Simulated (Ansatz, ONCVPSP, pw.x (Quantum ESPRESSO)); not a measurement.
**What a changed setting does to a pw.x run (bcc Mo)**

Potential: optimised norm-conserving Vanderbilt (ONCV), ONCVPSP 4.0.1, LDA (Perdew-Wang 92); core [Ar] 3d10, reference 4s2 4p6 4d6; waves: 4s: rc 1.85 bohr, ncon 4, nbas 9, qcut 5.2 1/bohr, 2 projectors, debl 3.9 Ha; 4p: rc 1.85 bohr, ncon 4, nbas 8, qcut 8.1 1/bohr, 2 projectors, debl 2.6 Ha; 4d: rc 2.68 bohr, ncon 4, nbas 8, qcut 6.5 1/bohr, 2 projectors, debl 3.4 Ha; local part: polynomial inside 1.70 bohr (lpopt 5, dvloc0 3 Ha); core correction: Teter function, fcfact 5, rcfact 1.4.

The reference run (k-mesh 15³, cutoffs 50/200 Ry, Fermi–Dirac 0.01 Ry, mixing_beta 0.4, conv_thr 1e-9, no spin) gives 3.61 GPa at 15.067 Å³/atom, where all-electron LAPW gives 0.24 GPa. This run, with its own iteration cap, changes k-mesh shift to 1.

```
&control
  calculation='scf', prefix='x', pseudo_dir='./', outdir='./tmp', tstress=.true., disk_io='none'
/
&system
  ibrav=0, nat=1, ntyp=1, ecutwfc=50, ecutrho=200, nbnd=15,
  occupations='smearing', smearing='fd', degauss=0.01
/
&electrons
  conv_thr=1e-09, mixing_beta=0.4, electron_maxstep=60
/
ATOMIC_SPECIES
Mo 1.0 Mo.UPF
CELL_PARAMETERS angstrom
  -1.55592598 1.55592598 1.55592598
  1.55592598 -1.55592598 1.55592598
  1.55592598 1.55592598 -1.55592598
ATOMIC_POSITIONS crystal
Mo 0.0000 0.0000 0.0000
K_POINTS automatic
15 15 15 1 1 1
```

```bash
pw.x < Mo.scf.in > Mo.scf.out
```

Problem. How does the run end?

Solution. It converges in 8 iterations; the free energy moves by -4.8 meV/atom and the pressure by -0.29 GPa.

```
Message from routine setup:
     using ibrav=0 with symmetry is DISCOURAGED, use correct ibrav instead
     lattice parameter (alat)  =       5.0927  a.u.
     unit-cell volume          =     101.6772 (a.u.)^3
     number of electrons       =        14.00
     number of Kohn-Sham states=           15
     kinetic-energy cutoff     =      50.0000  Ry
     charge density cutoff     =     200.0000  Ry
     scf convergence threshold =      1.0E-09
     Exchange-correlation= SLA  PW   NOGX NOGC
     number of k points=   120  Fermi-Dirac smearing, width (Ry)=  0.0100
     iteration #  1     ecut=    50.00 Ry     beta= 0.40
     total energy              =    -146.16006266 Ry
     estimated scf accuracy    <       0.18159846 Ry
     iteration #  2     ecut=    50.00 Ry     beta= 0.40
     total energy              =    -146.16314737 Ry
     estimated scf accuracy    <       0.02323723 Ry
     iteration #  3     ecut=    50.00 Ry     beta= 0.40
     total energy              =    -146.16551199 Ry
     estimated scf accuracy    <       0.00128409 Ry
     [... 2 iterations left out ...]
     iteration #  6     ecut=    50.00 Ry     beta= 0.40
     total energy              =    -146.16564613 Ry
     estimated scf accuracy    <       0.00000002 Ry
     iteration #  7     ecut=    50.00 Ry     beta= 0.40
     total energy              =    -146.16564612 Ry
     estimated scf accuracy    <          8.0E-09 Ry
     iteration #  8     ecut=    50.00 Ry     beta= 0.40
     the Fermi energy is    22.1148 ev
!    total energy              =    -146.16564612 Ry
     estimated scf accuracy    <          1.4E-10 Ry
     smearing contrib. (-TS)   =      -0.00274182 Ry
     The total energy is F=E-TS. E is the sum of the following terms:
     one-electron contribution =     -15.48022117 Ry
     hartree contribution      =      17.41459565 Ry
     xc contribution           =     -26.80080042 Ry
     ewald contribution        =    -121.29647837 Ry
     convergence has been achieved in   8 iterations
          total   stress  (Ry/bohr**3)                   (kbar)     P=       33.20
     Message from routine punch:
     Nothing written, as per user request (disk_io='none')
```

The run took about 14 s on one core of a shared host (Intel(R) Xeon(R) Platinum 8259CL CPU @ 2.50GHz, 96 threads, 755 GiB, load 35).
